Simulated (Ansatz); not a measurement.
Cost and result up the ladder for H2Al(BH4) (AlBH6) (8 atoms). Charge 0, multiplicity 1. Geometry: PBE0-D4/def2-TZVP.

Cartesian coordinates in Å:
```
Al 0.2124 0.9150 -0.6423
H -0.3182 -0.7565 -0.6934
B -0.1912 -0.8252 0.5791
H 0.1923 0.3188 1.0079
H -0.9920 1.8959 -0.9009
H 1.6858 1.0627 -1.1773
H 0.6942 -1.5968 0.8010
H -1.2833 -1.0139 1.0259
```

Ansatz on 4 threads of AMD EPYC 9R45 on a shared host. Times are rough, and most runs start from the orbitals of an earlier one. PBE0-D4/def2-TZVPD serves as the yardstick here, not as an exact answer. Differences are given only for rows in sets of like size (and for xTB, whose basis is part of the method), since another set adds its own error. Binding counts from free atoms at the same level (Al doublet, H doublet, B doublet; other spins of the atoms weren't run), without zero-point energy or a counterpoise term.

HSE06 is defined as in plane-wave codes, on full-range PBE exchange. Correlated methods freeze 6 core orbitals.

Correlated methods converge slowly with the basis.

| level | functions | binding energy per atom (eV) | difference from PBE0-D4/def2-TZVPD (eV) |
| --- | --- | --- | --- |
| HSE06-D4/def2-TZVP | 104 | 2.89 | 0.00 |
| PBE0-D4/def2-TZVPD | 134 | 2.89 | 0.00 |
| MP2/def2-TZVP | 104 | 2.78 | -0.11 |
| HF/def2-TZVP | 104 | 2.31 | -0.58 |
| PBE-D4/def2-TZVP | 104 | 2.88 | 0.00 |
| PBE0-D4/def2-TZVP | 104 | 2.89 | 0.00 |
| r2SCAN-D4/def2-TZVP (with forces) | 104 | 2.94 | 0.05 |
| CCSD(T)/def2-TZVPP | 157 | 2.87 | -0.02 |
| r2SCAN-D4/def2-TZVPD | 134 | 2.94 | 0.05 |
| PBE-D4/def2-SVP | 62 | 2.89 | – |
| LDA (SPW92)/def2-TZVP | 104 | 3.19 | 0.30 |
| BHLYP-D4/def2-TZVP | 104 | 2.91 | 0.02 |
| PBE0-D4/def2-SVP | 62 | 2.89 | – |
| BLYP-D4/def2-TZVP | 104 | 2.88 | 0.00 |

Q: Estimate how long each takes.

A: HF/def2-TZVP 0.15 s; PBE-D4/def2-SVP 0.15 s; MP2/def2-TZVP 0.15 s; LDA (SPW92)/def2-TZVP 0.2 s; PBE0-D4/def2-SVP 0.2 s; PBE-D4/def2-TZVP 0.25 s; BLYP-D4/def2-TZVP 0.3 s; PBE0-D4/def2-TZVP 0.3 s; HSE06-D4/def2-TZVP 0.3 s; BHLYP-D4/def2-TZVP 0.3 s; PBE0-D4/def2-TZVPD 0.35 s; r2SCAN-D4/def2-TZVP (with forces) 0.5 s; r2SCAN-D4/def2-TZVPD 0.55 s; CCSD(T)/def2-TZVPP 1.8 s. On shared hardware such times vary by a factor of up to 3.
